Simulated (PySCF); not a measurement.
A GIAO shielding run with PySCF (density fitting, non-relativistic, gas phase) on SMILES FC(Cl)(Cl)Cl, CCl₃F:

```
$ OMP_NUM_THREADS=1 python probes_run.py task.json out

{"job": {"kind": "nmr", "xc": "LDA", "basis": "pcseg-1", "pop": false}, "charge": 0, "multiplicity": 1}
F      0.060305    -0.141039     1.396058
C      0.004642    -0.006315     0.066724
Cl    -0.457934     1.660563    -0.312646
Cl     1.602752    -0.370613    -0.603874
Cl    -1.201142    -1.139743    -0.563447
```

Hardware: 1 thread of an Intel Xeon, shared host.

(1) How large is the calculation?

(2) How long does it take, and how much memory does it need?

(3) And these other runs on the same molecule and hardware: GIAO shielding at B3LYP/pcseg-1; GIAO shielding at B97-D/pcseg-1; GIAO shielding at BLYP/pcseg-1; GIAO shielding at BP86/pcseg-1; GIAO shielding at HF/pcseg-1; GIAO shielding at KT2/pcseg-1?

Answers

(1) 66 electrons, 82 basis functions and 583 auxiliary functions.

(2) 3.6 s of wall time, with 13 SCF cycles; peak memory 0.45 GiB. Times on a shared host scatter by some tens of per cent.

(3) B3LYP/pcseg-1: 82 functions, 3.3 s; B97-D/pcseg-1: 82 functions, 5.3 s; BLYP/pcseg-1: 82 functions, 4.4 s; BP86/pcseg-1: 82 functions, 5.6 s; HF/pcseg-1: 82 functions, 1.3 s; KT2/pcseg-1: 82 functions, 6 s.
